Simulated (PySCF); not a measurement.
## One molecule, many functionals

Compound: monofluorosilane, FH3Si.
Geometry (PBE0-D3(BJ)/def2-SVP, Å), atoms numbered from 1 in this order:
```xyz
5
FH3Si angstrom
F      1.5719   -0.0543   -0.2225
Si    -0.0367    0.0025   -0.0013
H     -0.4921    1.4059   -0.2014
H     -0.3431   -0.4484    1.3845
H     -0.6829   -0.9000   -0.9938
```

Linear-response calculations in the def2-SVPD basis (PySCF; singlets by full response, triplets Tamm–Dancoff, core orbitals frozen in the response; HF means time-dependent Hartree–Fock). 'Strongest' is the level of largest summed f among the singlets computed (10 roots, of which the last may lack a degenerate partner); it can jump between rows when another state enters that window. S1 is the lowest singlet of each run and needn't be the same state throughout; f(S1) is that of one state. Geometry: PBE0-D3(BJ)/def2-SVP; no solvent, vibrations or thermal averaging.

```json
{"functional": "LDA", "kind": "LDA", "S1 (eV)": "7.27", "f(S1)": "0.003", "strongest (eV)": "9.32", "T1 (eV)": "6.86", "HOMO (eV)": "-8.38", "gap (eV)": "7.08", "ionisation energy, ΔSCF (eV)": "12.19"}
{"functional": "PBE", "kind": "GGA", "S1 (eV)": "7.44", "f(S1)": "0.003", "strongest (eV)": "9.40", "T1 (eV)": "6.96", "HOMO (eV)": "-8.35", "gap (eV)": "7.30", "ionisation energy, ΔSCF (eV)": "not settled"}
{"functional": "B3LYP", "kind": "global hybrid, 20% exact exchange", "S1 (eV)": "7.92", "f(S1)": "0.005", "strongest (eV)": "9.99", "T1 (eV)": "7.42", "HOMO (eV)": "-9.62", "gap (eV)": "9.20", "ionisation energy, ΔSCF (eV)": "12.51"}
{"functional": "BHandHLYP", "kind": "global hybrid, 50% exact exchange", "S1 (eV)": "8.48", "f(S1)": "0.008", "strongest (eV)": "10.71", "T1 (eV)": "7.86", "HOMO (eV)": "-11.22", "gap (eV)": "11.87", "ionisation energy, ΔSCF (eV)": "12.77"}
{"functional": "CAM-B3LYP", "kind": "range-separated hybrid", "S1 (eV)": "8.09", "f(S1)": "0.005", "strongest (eV)": "10.28", "T1 (eV)": "7.54", "HOMO (eV)": "-11.27", "gap (eV)": "12.04", "ionisation energy, ΔSCF (eV)": "12.67"}
{"functional": "wB97X-D", "kind": "range-separated hybrid", "S1 (eV)": "8.17", "f(S1)": "0.005", "strongest (eV)": "10.36", "T1 (eV)": "7.73", "HOMO (eV)": "-11.76", "gap (eV)": "13.41", "ionisation energy, ΔSCF (eV)": "12.65"}
{"functional": "LC-wPBE", "kind": "range-separated hybrid", "S1 (eV)": "8.31", "f(S1)": "0.005", "strongest (eV)": "11.53", "T1 (eV)": "7.62", "HOMO (eV)": "-12.64", "gap (eV)": "14.60", "ionisation energy, ΔSCF (eV)": "12.79"}
{"functional": "HF", "kind": "Hartree–Fock", "S1 (eV)": "9.28", "f(S1)": "0.014", "strongest (eV)": "11.62", "T1 (eV)": "8.30", "HOMO (eV)": "-13.39", "gap (eV)": "15.76", "ionisation energy, ΔSCF (eV)": "not settled"}
```

Task: What does PBE0 (global hybrid, 25% exact exchange) give?

Result: S1 (eV) 7.99, f(S1) 0.005, strongest (eV) 10.12, T1 (eV) 7.40, HOMO (eV) -9.82, gap (eV) 9.64, ionisation energy, ΔSCF (eV) 12.49. S1 runs from 7.27 eV (LDA) to 9.28 eV (HF), a spread of 2.01 eV, while the orbital gap spreads over 8.7 eV. Along PBE (0%), B3LYP (20%), PBE0 (25%), BHandHLYP (50%), HF (100%) S1 rises with the share of exact exchange. −ε(HOMO) comes closest to its own ΔSCF ionisation energy with LC-wPBE (-0.15 eV) and misses most with LDA (-3.82 eV). 'Not settled' means that the ion's SCF failed to converge or may have ended in another state than the lowest.
